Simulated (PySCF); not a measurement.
The vertical singlet excitations below were computed for one of the candidates. Computed with TDDFT CAM-B3LYP/def2-SVPD, vertical, gas phase, core orbitals frozen in the response in PySCF 2.14.0, density-fitted response routines. Geometries: GFN2-xTB, one conformer each.

```tsv
state	E (eV)	f	main configurations (H = HOMO, L = LUMO)
S1	5.52	0.0010	H→L+2 (38%), H→L (18%), H-1→L+2 (10%)
S2	6.47	0.034	H→L (37%), H-2→L (22%), H-1→L (13%)
S3	6.69	0.113	H-1→L (42%), H-2→L (30%), H-1→L+2 (8%)
S4	6.84	0.0060	H→L+1 (42%), H-1→L+1 (28%), H→L (10%)
S5	6.97	0.050	H-1→L+1 (45%), H→L+1 (19%)
S6	7.48	0.018	H→L+4 (22%), H-2→L+4 (17%), H→L+2 (16%)
S7	7.52	0.018	H-1→L (16%), H-1→L+2 (16%), H-1→L+3 (13%)
S8	7.53	0.016	H-1→L+2 (17%), H→L+4 (17%), H→L+3 (12%)
```

Problem. Which structure fits?
A. `c1cncnc1`
B. `CC(=O)N(C)[SiH2]N`
C. `[Si@H]([SiH2]CCl)(C)C=O`

Solution. B. Its S1, at 5.52 eV, is the highest among the candidates; the nearest of the others has S1 at 4.55 eV. S1 is HOMO→LUMO+2 (38%), HOMO→LUMO (18%), HOMO-1→LUMO+2 (10%). Löwdin shares by element: HOMO oxygen 48%, nitrogen 21%, carbon 7% or more (atoms not listed hold the other 24%); LUMO silicon 27%, hydrogen 20% or more, nitrogen 10% or more (atoms not listed hold the other 43%). At the same level the other candidates give, for their lowest levels:
- `c1cncnc1`: 4.55 eV (f 0.005); 4.88 eV (f 0.000); 5.95 eV (f 0.044); 5.95 eV (f 0.000); 6.22 eV (f 0.006); T1 4.02 eV; HOMO -8.90, LUMO -0.20 eV
- `C[Si@@H](C=O)[SiH2]CCl`: 3.24 eV (f 0.001); 6.02 eV (f 0.011); 6.33 eV (f 0.016); 6.44 eV (f 0.013); 6.75 eV (f 0.019); T1 2.56 eV; HOMO -8.41, LUMO -0.39 eV

The values belong to the conformer `[CH3:1][C:2](=[O:3])[N:4]([CH3:5])[SiH2:6][NH2:7]`: C1–C2–N4–C5 0°, C2–N4–Si6–N7 -128°, H–N7–Si6–N4 -169°, H–N7–Si6–N4 57°.
Triplets come from the Tamm–Dancoff approximation.
